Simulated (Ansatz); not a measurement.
CH4AlCl (`[AlH2][CH2]Cl`), relaxed with RKS PBE-D4/def2-SVP in Ansatz from a rough embedded geometry. The force threshold is 0.03 eV/Å; the program also tests the step.

The species carries charge 0 and has multiplicity 1.

Start:

```xyz
7

Al   -0.738    0.191   -0.739
C     0.672   -0.045    0.573
Cl    0.340   -1.544    1.459
H    -1.896   -0.825   -0.893
H    -0.757    1.515   -1.718
H     0.703    0.825    1.274
H     1.676   -0.118    0.045
```

Problem. How much energy does the relaxation release, and in how many steps? (Best estimate.)

Solution. Computed: 9.54 kJ/mol, in 4 steps, 1 of them rejected.

Problem. Which bonds change most? (An estimate is asked.)

Solution. Computed: Al1–H4 from 1.548 to 1.596 Å; Al1–C2 from 1.940 to 1.984 Å; Al1–H5 from 1.647 to 1.604 Å; C2–Cl3 from 1.772 to 1.814 Å.

Problem. Give the relaxed structure. (Estimate.)

Solution. The calculation gave: 
```xyz
7

Al   -0.785    0.214   -0.782
C     0.660   -0.043    0.553
Cl    0.418   -1.553    1.530
H    -1.965   -0.849   -0.941
H    -0.713    1.531   -1.696
H     0.726    0.810    1.263
H     1.660   -0.110    0.073
```
